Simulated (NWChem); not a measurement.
# One shape, several levels: Si2H6 (disilane)

We compute a comparison of 6 runs (HF/STO-3G, HF/3-21G, HF/aug-cc-pVDZ, B3LYP/6-31G*, MP2/6-31+G*, CCSD/6-311+G**) of Si2H6 (disilane). 

The results are computed with NWChem 7.3.0.

### Step 1. The system as given

Si2H6: 8 atoms, total charge 0, spin state singlet. SMILES: `[SiH3][SiH3]`. The coordinates come from a PBE0-D4/def2-TZVP relaxation.

Bond lengths: Si1–Si2 2.338 Å, Si1–H3 1.488 Å, Si1–H4 1.488 Å, Si1–H5 1.488 Å, Si2–H6 1.488 Å, Si2–H7 1.488 Å, Si2–H8 1.488 Å. Some angles: Si1–Si2–H6 110.3°, Si1–Si2–H7 110.3°, Si1–Si2–H8 110.3°, Si2–Si1–H3 110.3°, Si2–Si1–H4 110.3°, Si2–Si1–H5 110.3°, H6–Si2–H7 108.7°, H6–Si2–H8 108.7°, H7–Si2–H8 108.7°, H3–Si1–H4 108.7°.

### Step 2. Energy and gradient at HF/STO-3G (run 1)

sp.nw

```
start sp
title "H6Si2"
memory 2200 mb
charge 0
geometry units bohr noautosym nocenter noautoz
   Si  -0.64345175   0.92634375  -1.89898578
   Si   0.68691545  -0.95317786   1.87271859
   H    1.57584262   1.79183831  -3.39186942
   H   -2.10307620  -0.91443847  -3.44289203
   H   -2.28278916   3.14469324  -1.35663438
   H    2.15239806   0.88552566   3.41341230
   H    2.32077265  -3.17568475   1.33036719
   H   -1.53256789  -1.81262530   3.36862579
end
basis "ao basis" spherical bse
   Si library STO-3G
   H library STO-3G
end
scf
   thresh 1e-08
   maxiter 80
end
task scf gradient
```

Run with:

```
$ nwchem sp.nw > sp.out
```

Standard output:

```text
[...]
  functions       =    24
[...]
  wavefunction    = RHF
[...]
         Total SCF energy =   -574.693163090122
      One-electron energy =   -981.150832958315
      Two-electron energy =    315.684588698871
 Nuclear repulsion energy =     90.773081169321
        Time for solution =      0.6s
[...]
                         RHF ENERGY GRADIENTS
    atom               coordinates                        gradient
                 x          y          z           x          y          z
   1 Si     -0.643452   0.926344  -1.898986   -0.000808   0.001108  -0.002224
   2 Si      0.686915  -0.953178   1.872719    0.000780  -0.001078   0.002256
   3 H       1.575843   1.791838  -3.391869    0.027218   0.009690  -0.016510
   4 H      -2.103076  -0.914438  -3.442892   -0.017039  -0.022865  -0.017117
   5 H      -2.282789   3.144693  -1.356634   -0.019203   0.025956   0.007979
   6 H       2.152398   0.885526   3.413412    0.017107   0.022827   0.017063
   7 H       2.320773  -3.175685   1.330367    0.019148  -0.026025  -0.007979
   8 H      -1.532568  -1.812625   3.368626   -0.027203  -0.009613   0.016531
[...]
```

Wall time 1.4 s (1 thread of AMD EPYC 7R43 (Zen 3), shared host); peak memory 0.096 GiB.

### Step 3. Energy and gradient at HF/3-21G (run 2)

h6si2.nw

```
start h6si2
memory 2200 mb

geometry noautosym nocenter noautoz
   Si      -0.340500       0.490200      -1.004900
   Si       0.363500      -0.504400       0.991000
   H        0.833900       0.948200      -1.794900
   H       -1.112900      -0.483900      -1.821900
   H       -1.208000       1.664100      -0.717900
   H        1.139000       0.468600       1.806300
   H        1.228100      -1.680500       0.704000
   H       -0.811000      -0.959200       1.782600
end

basis spherical bse
   * library 3-21G
end

scf
   thresh 1e-08
   maxiter 80
end

task scf gradient
```

Run with:

```
$ nwchem h6si2.nw > h6si2.out
```

Standard output:

```text
[...]
  functions       =    38
[...]
  wavefunction    = RHF
[...]
         Total SCF energy =   -578.240865717442
      One-electron energy =   -982.443165249326
      Two-electron energy =    313.429211796994
 Nuclear repulsion energy =     90.773087734890
        Time for solution =      0.5s
[...]
                         RHF ENERGY GRADIENTS
    atom               coordinates                        gradient
                 x          y          z           x          y          z
   1 Si     -0.643452   0.926344  -1.898986    0.002559  -0.003638   0.007301
   2 Si      0.686915  -0.953178   1.872718   -0.002579   0.003660  -0.007277
   3 H       1.575843   1.791838  -3.391869   -0.000306  -0.000027   0.000028
   4 H      -2.103076  -0.914438  -3.442892    0.000127   0.000292   0.000038
   5 H      -2.282789   3.144693  -1.356634    0.000144  -0.000194  -0.000208
   6 H       2.152398   0.885526   3.413412   -0.000128  -0.000302  -0.000050
   7 H       2.320772  -3.175685   1.330367   -0.000137   0.000178   0.000208
   8 H      -1.532568  -1.812625   3.368626    0.000320   0.000032  -0.000038
[...]
```

Run time: 1.3 s. Hardware: 1 thread of AMD EPYC 7R43 (Zen 3), shared host; peak memory 0.096 GiB.

### Step 4. Energy and forces at HF/aug-cc-pVDZ (run 3)

run.py

```python
from ase import Atoms
from ase.calculators.nwchem import NWChem

system = Atoms('SiSiHHHHHH', positions=[
    [-0.340500, 0.490200, -1.004900],
    [0.363500, -0.504400, 0.991000],
    [0.833900, 0.948200, -1.794900],
    [-1.112900, -0.483900, -1.821900],
    [-1.208000, 1.664100, -0.717900],
    [1.139000, 0.468600, 1.806300],
    [1.228100, -1.680500, 0.704000],
    [-0.811000, -0.959200, 1.782600],
])

calc = NWChem(
    label='run',
    theory='scf',
    memory='2200 mb',
    basis='aug-cc-pVDZ',
    basispar='spherical bse',
    scf={'nopen': '0', 'rhf': None, 'thresh': '1e-08', 'maxiter': '80'},
)
system.calc = calc

forces = system.get_forces()
e = system.get_potential_energy()
print(f"E = {e:.6f} eV")
print("forces (eV/A):")
for s, f in zip(system.symbols, forces):
    print(f"{s:2s} {f[0]:10.5f} {f[1]:10.5f} {f[2]:10.5f}")
print("dipole (e A):", system.get_dipole_moment().round(4))
```

Run with:

```
$ export ASE_NWCHEM_COMMAND="nwchem PREFIX.nwi > PREFIX.nwo"
$ python run.py
```

Standard output:

```text
E = -15819.082975 eV
forces (eV/A):
Si   -0.10937    0.15576   -0.31259
Si    0.11045   -0.15689    0.31136
H     0.02941    0.01260   -0.02216
H    -0.02103   -0.02443   -0.02309
H    -0.02324    0.03162    0.00555
H     0.02108    0.02499    0.02371
H     0.02283   -0.03075   -0.00550
H    -0.03018   -0.01286    0.02273
dipole (e A): [-0.  0.  0.]
```

The calculator wrote run.nwi:

```
title "run"

permanent_dir run

scratch_dir run

start run

geometry units angstrom nocenter noautosym noautoz
  Si -3.4050000000000002e-01 4.9020000000000002e-01 -1.0048999999999999e+00
  Si 3.6349999999999999e-01 -5.0439999999999996e-01 9.9099999999999999e-01
  H  8.3389999999999997e-01 9.4820000000000004e-01 -1.7948999999999999e+00
  H  -1.1129000000000000e+00 -4.8390000000000000e-01 -1.8219000000000001e+00
  H  -1.2080000000000000e+00 1.6640999999999999e+00 -7.1789999999999998e-01
  H  1.1390000000000000e+00 4.6860000000000002e-01 1.8063000000000000e+00
  H  1.2281000000000000e+00 -1.6805000000000001e+00 7.0399999999999996e-01
  H  -8.1100000000000005e-01 -9.5920000000000005e-01 1.7826000000000000e+00
end

memory 2200 mb

basis spherical bse noprint
   * library aug-cc-pVDZ
end

scf
  nopen 0
  rhf
  thresh 1e-08
  maxiter 80
end

task scf gradient
```

run.nwo:

```text
Northwest Computational Chemistry Package (NWChem) 7.3.0
             --------------------------------------------------------

           Job information
           ---------------

    nwchem branch   = 7.3.0
    use scalapack   = T
    input           = run.nwi
    prefix          = run.
    data base       = run/run.db
    status          = startup
    nproc           =        1

           Memory information
           ------------------

    heap     =     72089598 doubles =      550.0 Mbytes
    stack    =     72089595 doubles =      550.0 Mbytes
    global   =    144179200 doubles =     1100.0 Mbytes (distinct from heap & stack)
    total    =    288358393 doubles =     2200.0 Mbytes
    verify   = yes
    hardfail = no

[... 134 lines left out ...]
 Convergence threshold     :          1.000E-08
[... 12 lines left out ...]
       Final RHF  results
[... 3 lines left out ...]
      One-electron energy =   -986.172094006579
[... 1 line left out ...]
 Nuclear repulsion energy =     90.773087734890
[... 35 lines left out ...]
                       ROHF Final Molecular Orbital Analysis
[... 393 lines left out ...]
                         RHF ENERGY GRADIENTS

    atom               coordinates                        gradient
                 x          y          z           x          y          z
   1 Si     -0.643452   0.926344  -1.898986    0.002127  -0.003029   0.006079
   2 Si      0.686915  -0.953178   1.872718   -0.002148   0.003051  -0.006055
   3 H       1.575843   1.791838  -3.391869   -0.000572  -0.000245   0.000431
[... 4 lines of this table left out ...]
   8 H      -1.532568  -1.812625   3.368626    0.000587   0.000250  -0.000442

                 ----------------------------------------
                 |  Time  |  1-e(secs)   |  2-e(secs)   |
                 ----------------------------------------
                 |  CPU   |       0.01   |       8.48   |
                 ----------------------------------------
                 |  WALL  |       0.01   |       8.48   |
                 ----------------------------------------

 Task  times  cpu:       52.6s     wall:       52.6s
 Total times  cpu:       52.7s     wall:       52.7s
```

Run time: 54 s. Hardware: 1 thread of AMD EPYC 7R43 (Zen 3), shared host; peak memory 0.098 GiB.

Runs 4 to 5 aren't shown in full; the table further down has their settings and results.

### Step 5. A single-point energy at CCSD/6-311+G(d,p) (run 6)

run.py

```python
from ase import Atoms
from ase.calculators.nwchem import NWChem

molecule = Atoms(['Si', 'Si', 'H', 'H', 'H', 'H', 'H', 'H'], positions=[
    [-0.340500, 0.490200, -1.004900],
    [0.363500, -0.504400, 0.991000],
    [0.833900, 0.948200, -1.794900],
    [-1.112900, -0.483900, -1.821900],
    [-1.208000, 1.664100, -0.717900],
    [1.139000, 0.468600, 1.806300],
    [1.228100, -1.680500, 0.704000],
    [-0.811000, -0.959200, 1.782600],
])

calc = NWChem(
    label='nw',
    theory='ccsd',
    memory='2200 mb',
    basis='6-311+G**',
    basispar='spherical bse',
    scf={'nopen': '0', 'rhf': None, 'thresh': '1e-08', 'maxiter': '80'},
    ccsd={'freeze': 'core 10', 'maxiter': '60'},
    task='energy',
)
molecule.calc = calc

print("Total energy (eV):", round(molecule.get_potential_energy(), 6))
```

Run with:

```
$ export ASE_NWCHEM_COMMAND="nwchem PREFIX.nwi > PREFIX.nwo"
$ python run.py
```

Standard output:

```text
Total energy (eV): -15826.726411
```

The calculator wrote nw.nwi:

```
title "nw"

permanent_dir nw

scratch_dir nw

start nw

geometry units angstrom nocenter noautosym noautoz
  Si -3.4050000000000002e-01 4.9020000000000002e-01 -1.0048999999999999e+00
  Si 3.6349999999999999e-01 -5.0439999999999996e-01 9.9099999999999999e-01
  H  8.3389999999999997e-01 9.4820000000000004e-01 -1.7948999999999999e+00
  H  -1.1129000000000000e+00 -4.8390000000000000e-01 -1.8219000000000001e+00
  H  -1.2080000000000000e+00 1.6640999999999999e+00 -7.1789999999999998e-01
  H  1.1390000000000000e+00 4.6860000000000002e-01 1.8063000000000000e+00
  H  1.2281000000000000e+00 -1.6805000000000001e+00 7.0399999999999996e-01
  H  -8.1100000000000005e-01 -9.5920000000000005e-01 1.7826000000000000e+00
end

memory 2200 mb

basis spherical bse noprint
   * library 6-311+G**
end

scf
  nopen 0
  rhf
  thresh 1e-08
  maxiter 80
end
ccsd
  freeze core 10
  maxiter 60
end

task ccsd energy
```

nw.nwo:

```text
Northwest Computational Chemistry Package (NWChem) 7.3.0
             --------------------------------------------------------

           Job information
           ---------------

    nwchem branch   = 7.3.0
    use scalapack   = T
    input           = nw.nwi
    prefix          = nw.
    data base       = nw/nw.db
    status          = startup
    nproc           =        1

           Memory information
           ------------------

    heap     =     72089596 doubles =      550.0 Mbytes
    stack    =     72089601 doubles =      550.0 Mbytes
    global   =    144179200 doubles =     1100.0 Mbytes (distinct from heap & stack)
    total    =    288358397 doubles =     2200.0 Mbytes
    verify   = yes
    hardfail = no

[... 132 lines left out ...]
         Quadratically convergent ROHF
[... 14 lines left out ...]
       Final RHF  results
[... 4 lines left out ...]
      Two-electron energy =    314.176708775010
[... 36 lines left out ...]
                       ROHF Final Molecular Orbital Analysis
[... 305 lines left out ...]
 Total MP2 energy:           -581.572878161230165
[... 21 lines left out ...]
  Failed reading restart vector from nw/nw.t2
[... 3 lines left out ...]
             energy      energy      error      ampl     ampl      Block
[... 6 lines left out ...]
                  *************converged*************
[... 6 lines left out ...]
 Total CCSD energy:           -581.621472590632379
[... 1 line left out ...]
 --------------------------------
 Spin Component Scaled (SCS) CCSD
 --------------------------------
 Same spin contribution:                 -0.030402994557990
 Same spin scaling factor:                1.130000000000000
 Opposite spin contribution:             -0.235188814436238
 Opposite spin scaling fact.:             1.270000000000000
 SCS-CCSD correlation energy:            -0.333045178184551
 Total SCS-CCSD energy:                -581.688925959822654

 routine      calls  cpu(0)   cpu-min  cpu-ave  cpu-max   i/o
 aoccsd          1     0.01     0.01     0.01     0.01    0.00
 iterdrv         1     0.02     0.02     0.02     0.02    0.00
 pampt          10     0.06     0.06     0.06     0.06    0.00
[... 9 lines of this table left out ...]
 Total                77.27    77.27    77.27    77.27    0.00

 Task  times  cpu:       94.0s     wall:       94.0s
 Total times  cpu:       94.1s     wall:       94.1s
```

Wall time 95 s (1 thread of AMD EPYC 7R43 (Zen 3), shared host); peak memory 0.14 GiB.

### Step 6. All runs side by side

```csv
run,level,iteration cap,module,energy (Eh),dipole moment (D),HOMO energy (eV),LUMO energy (eV),wall time
1,HF/STO-3G,80,scf,-574.693163,0.00,-8.73,11.05,1.4 s
2,HF/3-21G,80,scf,-578.240866,0.00,-11.05,3.93,1.3 s
3,HF/aug-cc-pVDZ,80,scf,-581.340582,0.00,-11.01,1.07,54 s
4,B3LYP/6-31G* (spherical functions),100,dft,-582.579135,–,–,–,14 s
5,MP2/6-31+G* (spherical functions),80,mp2,-581.465275,0.00,–,–,15 s
6,CCSD/6-311+G**,80,ccsd,-581.621473,–,-11.06,1.66,95 s
```

### Step 7. Results

| quantity | value |
| --- | --- |
| run 6: total energy | -581.62147 Eh |
| run 6: HOMO energy (Hartree–Fock orbitals) | -11.06 eV |
| run 6: LUMO energy (Hartree–Fock orbitals) | 1.66 eV |
| run 6: HOMO–LUMO gap (Hartree–Fock orbitals) | 12.72 eV |
| run 6: correlation energy (10 core orbitals frozen) | -265.6 mEh |

In words: Over runs 1, 2, 3 the HOMO–LUMO gap runs from 12.08 eV (HF/aug-cc-pVDZ) to 19.78 eV (HF/STO-3G). In run 1 the basis is minimal, so the values are rough. All runs together took 3 min, the longest 95 s.
